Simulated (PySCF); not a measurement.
Atoms are numbered as in `[CH3:1][CH2:2][CH2:3][C:4](=[O:5])[Cl:6]`. Each H is labelled by its parent atom.

GIAO shifts from PySCF on PBE0-D3(BJ)/def2-SVP geometries (one conformer, non-relativistic, equivalent nuclei averaged), against TMS at the same level and in the same medium; PCM means IEF-PCM chloroform.

Measured (solution, not stated per compound (mostly CDCl3 or CCl4); Pretsch, Buehlmann, Badertscher, Structure Determination of Organic Compounds, 4th ed. (2009)): C3 48.9, C2 18.8, C1 13.0, H(C3) 2.87, H(C2) 1.74, H(C1) 1.00 ppm.

Q: Which unscaled values do PBE0/pcSseg-1, PCM; WP04/pcSseg-1, PCM; wB97X-D/pcSseg-1, PCM give, and how close are they?

A: 
```
atoms  measured  PBE0/pcSseg-1, PCM  WP04/pcSseg-1, PCM  wB97X-D/pcSseg-1, PCM
   C3      48.9                53.0                53.4                   52.6
   C2      18.8                21.1                24.0                   20.5
   C1      13.0                14.5                16.3                   14.5
H(C3)      2.87                2.80                2.81                   2.75
H(C2)      1.74                1.45                1.49                   1.42
H(C1)      1.00                0.95                0.96                   0.95
```

Mean absolute error for $^{13}$C: PBE0/pcSseg-1, PCM 2.6, WP04/pcSseg-1, PCM 4.3, wB97X-D/pcSseg-1, PCM 2.3 ppm.

Mean absolute error for $^{1}$H: PBE0/pcSseg-1, PCM 0.14, WP04/pcSseg-1, PCM 0.12, wB97X-D/pcSseg-1, PCM 0.16 ppm.

Carbons that carry Cl, above all several Cl atoms, come out too deshielded, partly because spin–orbit coupling is missing.
